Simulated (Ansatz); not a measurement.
We consider B20 (FeSi-type) FeSi, described by RPBE (Ansatz, a quantum-chemistry and plane-wave program, PAW).

Numerical settings: plane-wave cutoff 520 eV, 8×8×8 k mesh, Fermi–Dirac smearing 0.01 eV, no spin polarisation, scalar-relativistic PAW data made under PBE.

Energies at three volumes about the minimum:

```csv
V (Å³/atom),E − E_lowest (meV/atom)
10.977,3.01
11.201,0.00
11.425,2.79
```

Q: Fit a parabola by hand: where is the minimum, what lattice constant follows, and what is the bulk modulus?

A: Slopes: (0.00 − 3.01)/(11.201 − 10.977) = -13.437 and (2.79 − 0.00)/(11.425 − 11.201) = 12.455 meV/Å³. Curvature E″ = 2 × (12.455 − (-13.437))/(11.425 − 10.977) = 115.589 meV/Å⁶. From the middle of the first interval, the slope vanishes at V0 = 11.0890 − (-13.437)/115.589 = 11.205 Å³/atom. B = V0 E″ = 11.205 × 115.589 meV/Å³ × 0.1602 GPa per meV/Å³ = 208 GPa. With 8 atoms in the cube, a = (8 × 11.205)^(1/3) = 4.475 Å. The full Birch–Murnaghan fit to all volumes gives V0 = 11.201 Å³/atom and B0 = 207 GPa.

Shape and atoms are relaxed at each volume.

Measured, for comparison: bulk modulus 178 GPa (room temperature, not corrected to a static lattice, our sources range from 169 to 185; as tabulated in Study of the compressibility of FeSi, MnSi, and CoS2 (JETP Letters), abstract); lattice constant a 4.483 Å (temperature not stated, not corrected to a static lattice; as tabulated in Wikipedia's data pages). Computed (rounded) less measured: bulk modulus +16 % (+12 % to +22 % over the range).

Note: the bulk modulus comes from volumes at which shape and atoms were relaxed.
